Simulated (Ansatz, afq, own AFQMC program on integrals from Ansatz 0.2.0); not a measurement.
**CO, singlet in 6-31G along one coordinate**

```xyz
2

O     0.0000    0.0000    0.0000
C     0.0000    0.0000    1.1234
```

The O1–C2 distance is changed with both sides rigid. Energies in kJ/mol count from this geometry (1.123 Å) at the same level; the start stands on RHF, each point on the determinant named.

Basis 6-31G. Noble-gas cores (and the filled d shells of Ga–Kr and In–Xe) are frozen. Ansatz 0.2.0 and our own AFQMC program on the same integrals; the CISD trial comes from CCSD amplitudes, and released means the phaseless constraint is let go. ± is one standard error of the sampling.

Cautions, each for one point or more: (Q) is large, so the cluster series hasn't closed; (T) is large; CCSDT(Q) on the RHF determinant differs, perhaps since the unrestricted series falls towards higher spin; an unrestricted solution with more broken spin lies lower; cluster runs in doubt by the program's own checks; higher spins were not checked; raised T1 diagnostic; restricted determinant unstable towards unrestricted; strong correlation; the next higher spin lies close; unrestricted determinant spin contaminated; walk and cluster series may follow different spin states.

| r(O1–C2) / Å | det. | T1 | weight | ⟨S²⟩ | PBE | CCSD | CCSD(T) |
| --- | --- | --- | --- | --- | --- | --- | --- |
| 0.992 | RHF | 0.014 | 0.93 | pure | 221.1 | 218.8 | 225.9 |
| 1.527 | RHF | 0.067 | 0.81 | pure | 276.7 | 305.5 | 263.0 |
| 2.040 | UHF‡ | 0.128 | 0.52 | 1.73 | 708.2§ | 695.7 | 682.4 |
| 3.099 | UHF | 0.006 | 0.95 | 2.01 | 967.5§ | 834.3 | 853.7 |

Estimate the curve of full CI, counted from the same start.


```
r(O1–C2) / Å  det.     T1  weight  ⟨S²⟩    FCI  ph-AFQMC/CISD  CCSDT(Q)
       0.992   RHF  0.014    0.93  pure  226.7    226.3 ± 0.6     226.7
       1.527   RHF  0.067    0.81  pure  258.9    263.1 ± 1.1         –
       2.040  UHF‡  0.128    0.52  1.73  649.6    666.6 ± 1.1     620.1
       3.099   UHF  0.006    0.95  2.01  850.6    855.5 ± 0.5     852.3
```

Weight is that of the determinant in the CISD state; at the start T1 is 0.021 and the weight 0.91. A double dagger marks points where the walks on two determinants ended up to 15.3 kJ/mol apart; the lower is shown. A dash marks a missing value, a released energy that hasn't settled or a functional that sits on another state. § marks a functional whose ⟨S²⟩ is too high by over 0.1. Largest departures from full CI: CCSD(T) 32.8 kJ/mol at 2.040 (on UHF), ph-AFQMC/CISD 17.0 kJ/mol at 2.040 (on UHF), CCSDT(Q) -29.6 kJ/mol at 2.040 (on UHF), PBE 17.8 kJ/mol at 1.527, CCSD 46.6 kJ/mol at 1.527 (on RHF). Functionals count only at points shown to share the start's state and spin. In this small basis the wave-function levels are far from their limit, so their gap to the functionals isn't the functionals' error.

CCSDT and higher add their correlation energy to the determinant of the CCSD(T) run, since their own runs factorise the integrals more tightly (a shift of under 2 meV). A walk keeps the symmetry of its determinant, which the program's search chose and which needn't be the lowest solution, so a lower state of the same spin and another symmetry isn't excluded.
